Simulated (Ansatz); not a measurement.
# One shape, several levels: CH4BO (SMILES [BH]OC)

We compute a comparison of 6 runs (UHF/def2-TZVP, U-revPBE/def2-TZVP, UB3LYP/def2-TZVP, UBHLYP/def2-TZVP, UPBE/def2-TZVP, USVWN5/def2-TZVP) of CH4BO. 

The results are computed with Ansatz 0.2.0.

34 further runs of the same task are left out: 34 set aside as unsound or not needed.

**1. The system as given**

The species is CH4BO (7 atoms), meant as a doublet with charge 0. SMILES: `[BH]OC`. One bond was lengthened or shortened from a relaxed shape.

Bond lengths: B1–O2 1.320 Å, O2–C3 1.426 Å, B1–H4 1.207 Å, C3–H5 1.093 Å, C3–H6 1.090 Å, C3–H7 1.254 Å. Angles: B1–O2–C3 124.1°, O2–B1–H4 124.7°, O2–C3–H5 110.9°, O2–C3–H6 108.4°, O2–C3–H7 108.4°, H5–C3–H6 109.9°, H5–C3–H7 109.9°, H6–C3–H7 109.2°.

**2. The energy at UHF/def2-TZVP (run 1)**

The input, input.yaml:

```yaml
crystal:
  periodic: [false, false, false]
  atoms:
    - {symbol: B, position_ang: [-1.469133, -0.960978, -0.158152]}
    - {symbol: O, position_ang: [-0.421933, -0.642378, 0.579248]}
    - {symbol: C, position_ang: [0.492667, 0.403322, 0.258648]}
    - {symbol: H, position_ang: [-1.778033, -0.409478, -1.186852]}
    - {symbol: H, position_ang: [0.208267, 0.898722, -0.672852]}
    - {symbol: H, position_ang: [0.493467, 1.124022, 1.077048]}
    - {symbol: H, position_ang: [1.638900, -0.092800, 0.145600]}
basis:
  gaussian:
    orbitals: def2-TZVP
magnetization:
  spin_polarized: true
  initial_magnetization: 1
hamiltonian:
  xc: hf
accuracy: high
output: {orbitals: {seedname: orbitals}}
```

Launch:

```
$ ansatz run input.yaml --threads 1 --pin off --max-ram 3480MiB --events-out events.jsonl --progress --plain --runs-dir runs
```

Log:

```text
Warning: RAYON_NUM_THREADS=1 ignored (pool sized by the plan → 1); use --threads N
Functional definition: HF
  name "HF"
  exchange = exact_x
  correlation = 0
2147 factors; integrals over basis functions are off by at most 3.8e-9 eV
mean field evaluation 1: about -3799.9888 eV, gradient 2.2e1 eV
mean field evaluation 2: about -3799.9914 eV, gradient 2.2e1 eV
mean field evaluation 4: about -3802.6687 eV, gradient 3.2e0 eV
mean field evaluation 8: about -3802.7909 eV, gradient 2.3e-1 eV
mean field -3802.79231582 eV, -139.7500399811 hartree, gradient 2.5e-8 eV, S^2 0.754435; 0 other end points of the search recorded, 0 dependent functions left out
reference -3802.79231582 eV, -139.7500399811 hartree; 12, 11 occupied and 105, 106 virtual orbitals, 2147 factors
Total energy: -3802.79231582 eV, -139.7500399811 hartree
```

Run time: 5.1 s. Hardware: 1 thread of Arm Neoverse V1, shared host; peak memory 0.32 GiB.

**3. The energy at U-revPBE/def2-TZVP (run 2)**

input.yaml: that of step 2 with these lines changed.

```diff
@@ -17,4 +17,5 @@
 hamiltonian:
-  xc: hf
+  xc: {name: revPBE}
 accuracy: high
-output: {orbitals: {seedname: orbitals}}
+output:
+  orbitals: {seedname: orbitals}
```

Launch:

```
$ ansatz run input.yaml --threads 1 --pin off --max-ram 3480MiB --events-out events.jsonl --progress --plain --runs-dir runs
```

Log:

```text
Warning: RAYON_NUM_THREADS=1 ignored (pool sized by the plan → 1); use --threads N
Functional definition: revPBE
  name "revPBE"
  parameter kappa = 1.245
  parameter beta = 0.06672455060314922
  exchange = pbe_x(kappa = kappa, mu = beta*pi^2/3)
  correlation = pbe_c(beta = beta)
2147 factors; integrals over basis functions are off by at most 3.8e-9 eV
mean field evaluation 1: about -3817.7805 eV, gradient 3.9e1 eV
mean field evaluation 2: about -3791.8035 eV, gradient 8.7e1 eV
mean field evaluation 4: about -3823.9365 eV, gradient 6.0e0 eV
mean field evaluation 8: about -3824.0838 eV, gradient 4.5e-1 eV
mean field evaluation 16: about -3824.0848 eV, gradient 9.6e-5 eV
mean field -3824.08482996 eV, -140.5325254432 hartree, gradient 8.4e-8 eV, S^2 0.753002; 0 other end points of the search recorded, 0 dependent functions left out
reference -3824.08483449 eV, -140.5325256098 hartree; 12, 11 occupied and 105, 106 virtual orbitals, 2147 factors
Total energy: -3824.08483449 eV, -140.5325256098 hartree
```

It took 10 s on 1 thread of Arm Neoverse V1, shared host; peak memory 0.34 GiB.

Run 3 isn't shown in full; the table further down has it.

**4. The energy at UBHLYP/def2-TZVP (run 4)**

The input, input.yaml:

```yaml
crystal:
  periodic: [false, false, false]
  atoms:
    - symbol: B
      position_ang: [-1.469133, -0.960978, -0.158152]
    - symbol: O
      position_ang: [-0.421933, -0.642378, 0.579248]
    - symbol: C
      position_ang: [0.492667, 0.403322, 0.258648]
    - symbol: H
      position_ang: [-1.778033, -0.409478, -1.186852]
    - symbol: H
      position_ang: [0.208267, 0.898722, -0.672852]
    - symbol: H
      position_ang: [0.493467, 1.124022, 1.077048]
    - symbol: H
      position_ang: [1.638900, -0.092800, 0.145600]
basis:
  gaussian: {orbitals: def2-TZVP}
hamiltonian: {xc: {name: BHLYP}}
magnetization: {spin_polarized: true, initial_magnetization: 1}
accuracy: high
output: {orbitals: {seedname: orbitals}}
```

Launch:

```
$ ansatz run input.yaml --threads 1 --pin off --max-ram 3480MiB --events-out events.jsonl --progress --plain --runs-dir runs
```

Log:

```text
Warning: RAYON_NUM_THREADS=1 ignored (pool sized by the plan → 1); use --threads N
Functional definition: BHLYP
  name "BHLYP"
  parameter a = 0.5
  exchange = (1 - a)*b88_x + a*exact_x
  correlation = lyp_c
2147 factors; integrals over basis functions are off by at most 3.8e-9 eV
mean field evaluation 1: about -3819.8231 eV, gradient 2.9e1 eV
mean field evaluation 2: about -3818.7540 eV, gradient 3.5e1 eV
mean field evaluation 4: about -3823.1257 eV, gradient 1.5e0 eV
mean field evaluation 8: about -3823.1866 eV, gradient 4.0e-2 eV
mean field evaluation 16: about -3823.1866 eV, gradient 1.1e-4 eV
mean field -3823.18662524 eV, -140.4995170285 hartree, gradient 5.1e-8 eV, S^2 0.752303; 0 other end points of the search recorded, 0 dependent functions left out
reference -3823.18665050 eV, -140.4995179570 hartree; 12, 11 occupied and 105, 106 virtual orbitals, 2147 factors
Total energy: -3823.18665050 eV, -140.4995179570 hartree
```

Run time: 13 s. Hardware: 1 thread of Arm Neoverse V1, shared host; peak memory 0.42 GiB.

Run 5 isn't shown in full; the table further down has it.

**5. A single-point energy at USVWN5/def2-TZVP (run 6)**

The input, molecule.yaml:

```yaml
crystal:
  periodic: [false, false, false]
  atoms:
    - symbol: B
      position_ang: [-1.469133, -0.960978, -0.158152]
    - symbol: O
      position_ang: [-0.421933, -0.642378, 0.579248]
    - symbol: C
      position_ang: [0.492667, 0.403322, 0.258648]
    - symbol: H
      position_ang: [-1.778033, -0.409478, -1.186852]
    - symbol: H
      position_ang: [0.208267, 0.898722, -0.672852]
    - symbol: H
      position_ang: [0.493467, 1.124022, 1.077048]
    - symbol: H
      position_ang: [1.638900, -0.092800, 0.145600]
basis:
  gaussian:
    orbitals: def2-TZVP
magnetization:
  spin_polarized: true
  initial_magnetization: 1
hamiltonian:
  xc: {name: SVWN5}
accuracy: high
output:
  orbitals: {seedname: orbitals}
```

Launch:

```
$ ansatz run molecule.yaml --threads 1 --pin off --max-ram 3480MiB --events-out events.jsonl --progress --plain --runs-dir runs
```

Log:

```text
Warning: RAYON_NUM_THREADS=1 ignored (pool sized by the plan → 1); use --threads N
Functional definition: SVWN5
  name "SVWN5"
  exchange = slater_x
  correlation = vwn5_c
2147 factors; integrals over basis functions are off by at most 3.8e-9 eV
mean field evaluation 1: about -3785.0999 eV, gradient 4.1e1 eV
mean field evaluation 2: about -3754.3416 eV, gradient 9.4e1 eV
mean field evaluation 4: about -3792.0787 eV, gradient 6.9e0 eV
mean field evaluation 8: about -3792.2629 eV, gradient 5.4e-1 eV
mean field evaluation 16: about -3792.2643 eV, gradient 6.2e-5 eV
mean field -3792.26432935 eV, -139.3631436146 hartree, gradient 5.2e-8 eV, S^2 0.752215; 0 other end points of the search recorded, 0 dependent functions left out
reference -3792.26433266 eV, -139.3631437361 hartree; 12, 11 occupied and 105, 106 virtual orbitals, 2147 factors
Total energy: -3792.26433266 eV, -139.3631437361 hartree
```

Wall time 6.9 s (1 thread of Arm Neoverse V1, shared host); peak memory 0.32 GiB.

**6. Overview of the runs**

```
run               level  energy (Eh)  HOMO energy (eV)  LUMO energy (eV)   ⟨S²⟩  wall time
  1       UHF/def2-TZVP  -139.750040             -8.89              2.58  0.754      5.1 s
  2  U-revPBE/def2-TZVP  -140.532526             -4.26             -1.80  0.753       10 s
  3    UB3LYP/def2-TZVP  -140.585082             -5.23             -1.43  0.752       12 s
  4    UBHLYP/def2-TZVP  -140.499518             -6.61             -0.19  0.752       13 s
  5      UPBE/def2-TZVP  -140.393654             -4.27             -1.94  0.753       11 s
  6    USVWN5/def2-TZVP  -139.363144             -4.19             -2.45  0.752      6.9 s
```

**7. What came out**

| quantity | value |
| --- | --- |
| run 6: total energy | -139.36314 Eh |
| run 6: HOMO energy (highest over α and β) | -4.19 eV |
| run 6: LUMO energy (lowest over α and β) | -2.45 eV |
| run 6: ⟨S²⟩ | 0.752 |

**Reading.** Totals of different functionals can't be ranked against each other. All runs together took 58 s, the longest 13 s.
